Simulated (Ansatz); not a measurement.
Species: CH3S, charge 0, multiplicity 2. It need not be the lowest isomer of its formula. 
Structure (B3LYP-D3(BJ)/def2-TZVP (Ansatz, a program for electronic structure) minimum search):
```
C
H 1 1.0894
H 1 1.0894 2 110.92
H 1 1.0953 2 107.93 3 118.03
S 1 1.7974 2 111.69 4 116.67
```
Charge 0, spin multiplicity 2.

Wanted: vertical electron affinity (to the singlet state of charge -1; a negative value means that the extra electron is unbound and the number depends on the basis; each state is the SCF solution reached for its spin), in eV. Cores are frozen in the correlated levels unless marked. UHF or UKS for open shells. No spin-orbit coupling. No relativistic terms. Anions need diffuse functions: aug- sets have them; def2-D sets add few. CBS marks a two-point X^-3 extrapolation of the correlation energy; Hartree-Fock from the larger set. [CCSD(T)-MP2]/basis is that difference in the basis named.

```json
[
 {"level": "SVWN5/def2-TZVPD", "program": "Ansatz", "vertical electron affinity (eV)": "1.98"},
 {"level": "PBE/def2-TZVPD", "program": "Ansatz", "vertical electron affinity (eV)": "1.75"}
]
```

**Question.** Predict the RI-MP2/CBS(aug-cc-pV(T+d)Z,aug-cc-pV(Q+d)Z)+[CCSD(T)-MP2]/aug-cc-pV(T+d)Z result (Ansatz).

**Answer.** 1.86 eV, so PBE/def2-TZVPD differs from it by -0.11 eV.
